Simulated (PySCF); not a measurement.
## The electron affinity along group 15

All values are computed (PySCF 2.14, energy differences of UHF-based or UKS calculations, no spin-orbit coupling). Values in eV. The last column holds reference values (measured affinities from photodetachment; the arrow runs from anion to atom). Unmarked ones compare directly (S terms, centres of terms, or small fine structure); those marked * lie between the lowest fine-structure levels and include a spin-orbit shift.

```tsv
element	configurations	UHF	MP2 (valence and next inner shell)	LDA	PBE	r2SCAN	MP2 (valence)	reference
P (x2c-QZVPPall with one added diffuse shell each of s, p, d, f type, spin-free X2C)	[Ne] 3s2 3p4 → [Ne] 3s2 3p3	-0.336	0.498	1.027	0.874	0.771	0.509	0.747 *
As (x2c-QZVPPall with one added diffuse shell each of s, p, d, f type, spin-free X2C)	[Ar] 3d10 4s2 4p4 → [Ar] 3d10 4s2 4p3	-0.298	0.507	1.064	0.848	0.801	0.505	0.804 *
Sb (x2c-QZVPPall with one added diffuse shell each of s, p, d, f type, spin-free X2C)	[Kr] 4d10 5s2 5p4 → [Kr] 4d10 5s2 5p3	-0.053	0.662	1.193	0.973	0.926	0.657	1.047 *
```

The highest occupied level of the anion is positive for P⁻ at LDA, PBE, r2SCAN; As⁻ at LDA, PBE, r2SCAN; Sb⁻ at LDA, PBE, r2SCAN, so there the basis helps to hold the electron.

"Valence" correlates the outer s and p shells and, in groups 3 to 12 and the f block, the outer d or f shell, open or full, or the next shell where the ion has no valence electron left; the wider scheme adds the next inner shell.
